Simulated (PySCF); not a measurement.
## How methods differ on the ionisation energy of Li

Li [He] 2s1 (2S) → Li⁺ 1s2 (1S), as a difference of total energies. Computed with PySCF 2.14 in aug-cc-pVDZ (4s3p2d, 23 functions), with the non-relativistic Hamiltonian (point nucleus). The calculations carry no spin-orbit coupling.

```tsv
method	ionisation energy (eV)
UHF	5.342
M06-L	5.039
MN15	5.079
```

**Question.** Which method comes closest to the reference value, and which is furthest?

**Answer.** The reference is 5.392 eV (measured; NIST Atomic Spectra Database, ionization energies). Closest: UHF (error -0.050 eV); furthest: M06-L (error -0.353 eV).
